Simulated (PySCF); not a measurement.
Potential energy of HCl⁺ along the bond

Set-up: PySCF, no relativity, basis sets H aug-pcseg-1, Cl aug-pcseg-1. Energies in eV from H + Cl⁺ in their ground configurations at the same level. State: ²Π (doublet), unpaired electrons π ↑.

All columns are PBEsol. A positive dipole points towards Cl; it is taken about the centre of mass and depends on that origin.

| R (Å) | E (eV) | μ (D) | Mulliken charge on H (basis-dependent) | HOMO (eV) | LUMO (eV) | Mayer bond order | ⟨S²⟩ |
| --- | --- | --- | --- | --- | --- | --- | --- |
| 1.147 | -4.316 | -1.37 | 0.35 | -17.96 | -17.77 | 0.75 | 0.75 |
| 1.201 | -4.686 | -1.49 | 0.42 | -17.87 | -17.67 | 0.71 | 0.75 |
| 1.254 | -4.907 | -1.60 | 0.47 | -17.77 | -17.57 | 0.68 | 0.75 |
| 1.294 | -4.997 | -1.70 | 0.50 | -17.69 | -17.50 | 0.66 | 0.75 |
| 1.334 | -5.035 | -1.80 | 0.53 | -17.62 | -17.43 | 0.64 | 0.75 |
| 1.374 | -5.032 | -1.90 | 0.55 | -17.55 | -17.36 | 0.63 | 0.75 |
| 1.427 | -4.977 | -2.04 | 0.58 | -17.45 | -17.26 | 0.61 | 0.75 |
| 1.494 | -4.849 | -2.22 | 0.60 | -17.33 | -17.14 | 0.59 | 0.75 |
| 1.574 | -4.639 | -2.45 | 0.62 | -17.19 | -17.00 | 0.58 | 0.75 |
| 1.681 | -4.304 | -2.78 | 0.63 | -17.00 | -16.82 | 0.57 | 0.75 |

A fit through these points gives, at Re = 1.350 Å, μ = -1.84 D and dμ/dR = -2.52 D/Å; the reduced mass is 0.9796 u.

How strong is the fundamental in the double-harmonic approximation, I = 42.26·(dμ/dR)²/μred km/mol?

I = 42.26·(-2.52)²/0.9796 = 274 km/mol at PBEsol.

For an ion De counts to the pair picked by the measured ionisation energies or electron affinities, which need not be the lowest pair at this level. The state is the lowest determinant that a PBE0 search found; another state may lie lower at other levels.
